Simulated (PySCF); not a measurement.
Beryllium: a sound run and one with changed settings

Sound run: Be [He] 2s2, Be⁺ [He] 2s1. Calculation: PySCF 2.14, in cc-pVTZ-DK; scalar relativity by spin-free X2C-1e. The sound run starts from symmetry-adapted Hartree-Fock orbitals and uses a fine grid where one is needed.

A second run was set up differently.

```json
{"species": "Be", "method": "UHF", "sound run (hartree)": "-14.57539", "changed run (hartree)": "-14.57383", "converged": "no"}
{"species": "Be", "method": "PBE", "sound run (hartree)": "-14.63132", "changed run (hartree)": "-14.62211", "converged": "no"}
{"species": "Be", "method": "PBE0", "sound run (hartree)": "-14.63847", "changed run (hartree)": "-14.63322", "converged": "no"}
{"species": "Be⁺", "method": "UHF", "sound run (hartree)": "-14.27971", "changed run (hartree)": "-14.27957", "converged": "no"}
{"species": "Be⁺", "method": "PBE", "sound run (hartree)": "-14.30071", "changed run (hartree)": "-14.29991", "converged": "no"}
{"species": "Be⁺", "method": "PBE0", "sound run (hartree)": "-14.30877", "changed run (hartree)": "-14.30827", "converged": "no"}
```

**Question.** What was changed?
A. basis contracted for another Hamiltonian
B. a valence shell is frozen
C. too few SCF iterations
D. level shift left on

**Answer.** D. It used initial guess 1e, at most 50 SCF cycles, level shift 10.0 hartree. A level shift slows the SCF but leaves a converged energy unchanged.
